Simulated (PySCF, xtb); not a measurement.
Bonds broken one at a time in the series B OH-NH2. All species are isolated molecules in the gas phase. One relaxed conformer stands for each flexible species; it need not be the lowest. Strings in code marks are SMILES.

Quantity: homolytic bond dissociation enthalpy at 298 K (no spin–orbit term), in kcal/mol. Enthalpy corrections at 298 K come from GFN2-xTB frequencies (xtb).

Level 1: B3LYP/3-21G // B3LYP-D3(BJ)/def2-TZVP (PySCF)
Level 2: B3LYP/6-31G* // B3LYP-D3(BJ)/def2-TZVP (PySCF)
Level 3: PBE/6-31G* // B3LYP-D3(BJ)/def2-TZVP (PySCF)
Level 4: HF/STO-3G // B3LYP-D3(BJ)/def2-TZVP (PySCF)

```csv
species,level 1,level 2,level 3,level 4
"B–O bond of `NB(N)O` (N–B–O–H torsion 180°), giving `N[B]N` and `[OH]`",140.7,___,141.5,___
"N–B bond of `NB(N)N`, giving `N[B]N` and `[NH2]`",125.8,118.2,120.0,111.0
"N–B bond of `NB(N)O` (N–B–O–H torsion 180°), giving `N[B]O` (N–B–O–H torsion 0°) and `[NH2]`",131.8,122.4,124.2,___
```

Q: Some entries are withheld; supply them.

A: 
- B–O bond of `NB(N)O` (N–B–O–H torsion 180°), giving `N[B]N` and `[OH]`, level 2: 138.8
- B–O bond of `NB(N)O` (N–B–O–H torsion 180°), giving `N[B]N` and `[OH]`, level 4: 114.7
- N–B bond of `NB(N)O` (N–B–O–H torsion 180°), giving `N[B]O` (N–B–O–H torsion 0°) and `[NH2]`, level 4: 112.9
